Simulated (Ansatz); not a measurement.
# CH7BSi: small, medium and large basis sets

An exercise on one series of results from a longer session: the logs are not shown, and one member is left open.

The runs use Ansatz 0.2.0, Gaussian basis; one geometry, several basis sets.

Levels to be run: PBE0-D4/def2-SVP; ωB97M-V/def2-SVP; PBE0-D4/def2-QZVPP; ωB97M-V/def2-QZVPP; the functionals' def2-TZVPP values are taken from earlier runs.

1 further run of the same task is left out (it didn't finish).

## Structure used throughout

The geometry comes from an earlier relaxation with PBE0-D4 in a triple-zeta def2 set; it is a stationary point, not always the lowest conformer.

SMILES `B[SiH2]C`, 10 atoms, charge 0, spin multiplicity 1.

Atoms are counted from 1 here; the program's logs count them from 0.

Bond lengths: B1–Si2 2.010 Å, B1–H4 1.197 Å, B1–H5 1.197 Å, Si2–C3 1.876 Å, Si2–H6 1.495 Å, Si2–H7 1.496 Å, C3–H8 1.092 Å, C3–H9 1.092 Å, C3–H10 1.093 Å. Angles: Si2–B1–H4 123.7°, Si2–B1–H5 119.3°, H4–B1–H5 116.9°, B1–Si2–C3 116.0°, B1–Si2–H6 107.9°, B1–Si2–H7 106.7°, C3–Si2–H6 109.8°, C3–Si2–H7 109.7°, H6–Si2–H7 106.3°, Si2–C3–H8 110.7°, Si2–C3–H9 111.2°, Si2–C3–H10 110.7°, H8–C3–H9 108.1°, H8–C3–H10 107.9°, H9–C3–H10 108.1°.

The first run:

Input file in.yaml:

```yaml
crystal:
  periodic: [false, false, false]
  atoms:
    - {symbol: B, position_ang: [-1.266257, 0.487832, -1.255517]}
    - {symbol: Si, position_ang: [0.254474, 0.617956, 0.051936]}
    - {symbol: C, position_ang: [0.736333, -0.977475, 0.912717]}
    - {symbol: H, position_ang: [-1.817209, -0.537632, -1.534784]}
    - {symbol: H, position_ang: [-1.653153, 1.478199, -1.805918]}
    - {symbol: H, position_ang: [-0.100313, 1.654177, 1.069775]}
    - {symbol: H, position_ang: [1.427521, 1.157040, -0.704697]}
    - {symbol: H, position_ang: [1.030887, -1.735898, 0.183670]}
    - {symbol: H, position_ang: [1.573246, -0.820637, 1.596596]}
    - {symbol: H, position_ang: [-0.102428, -1.374764, 1.489123]}
basis:
  gaussian: {orbitals: def2-SVP}
hamiltonian: {xc: pbe0, dispersion: d4}
output: {orbitals: {seedname: orbitals}}
```

The run is started by

```sh
> ansatz run in.yaml --threads 2 --pin off --events-out ev --progress --plain --max-ram 4352MiB
```

Steps of the session up to this table: PBE0-D4 in def2-SVP; ωB97M-V in def2-SVP; PBE0-D4 in def2-QZVPP; ωB97M-V in def2-QZVPP.

One of the session's tables, all rows but one given; the rest of the session is left out.

It belongs to the step «Density functionals: the series». 

| functional | basis | HOMO (eV) | LUMO (eV) |
| --- | --- | --- | --- |
| PBE0-D4 | def2-SVP | -8.10 | -2.25 |
| PBE0-D4 | def2-TZVPP | -8.10 | -2.31 |
| PBE0-D4 | def2-QZVPP | -8.10 | -2.32 |
| ωB97M-V | def2-SVP | -10.24 | -0.19 |
| ωB97M-V | def2-TZVPP | -10.28 | -0.36 |
| ωB97M-V | def2-QZVPP | ? | ? |

Estimate the missing values for ωB97M-V, def2-QZVPP.

**Answer.** HOMO (eV): -10.28; LUMO (eV): -0.40.
